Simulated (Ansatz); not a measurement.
**[Br···H···NH], triplet: transfer scan**

Starting geometry:

```
atom    x (Å)    y (Å)   z (Å)
  Br  -2.0144   0.2511  0.0000
   H  -0.5938   0.2511  0.0000
   N   1.1696   0.2511  0.0000
   H   1.4387  -0.7532  0.0000
```

From there H2 is moved from one fragment to the other while all else, the fragments' distance too, stays fixed, so the hump isn't the reaction's barrier; atoms are numbered as listed. Energies are in kcal/mol, counted from the starting geometry at the same level.

Basis cc-pVTZ; Ansatz 0.2.0. Only valence electrons are correlated (noble-gas cores and the filled d shells of p-block atoms frozen). Prefix R: restricted or restricted open-shell reference; prefix U: unrestricted. No spin–orbit coupling is included, and no scalar relativity.

Full CI isn't at hand for all of this; UCCSDT(Q) serves as the reference, and is uncertain by about the last step of the cluster series. The frozen core follows each run's orbitals, which can shift R against U totals by a few meV for light atoms and by up to 0.1 eV past Ca.

| distance Br1-H2 (Å) | UCCSDT(Q) | error UHF | error UMP2 | error RCCSD | error RCCSD(T) | error BCCD(T) | error RCCSDT(Q) |
| --- | --- | --- | --- | --- | --- | --- | --- |
| 1.421 | 0.0 | 0.0 | 0.0 | 0.0 | 0.0 | 0.0 | 0.0 |
| 1.524 | 1.8 | 1.9 | 0.5 | 0.4 | 0.1 | 0.1 | 0.0 |
| 1.731 | 9.4 | 7.2 | 3.1 | 1.9 | 0.4 | 0.3 | 0.0 |
| 1.937 | 6.3 | 10.7 | 3.7 | 1.9 | 0.3 | 0.3 | 0.0 |
| 2.144 | -3.2 | 5.2 | 0.3 | 0.3 | 0.1 | 0.1 | 0.0 |

Errors are those of relative energies. In total energy the starting point itself misses UCCSDT(Q) by: UHF 229.8, UMP2 30.9, RCCSD 8.0, RCCSD(T) 0.9, BCCD(T) 0.9, RCCSDT(Q) 0.1 kcal/mol.

Spread of the error over the points with a reference, to 2.144 Å (largest less smallest): RCCSDT(Q) 0.0, BCCD(T) 0.3, RCCSD(T) 0.4, RCCSD 1.9, UMP2 3.7, UHF 10.7 kcal/mol.
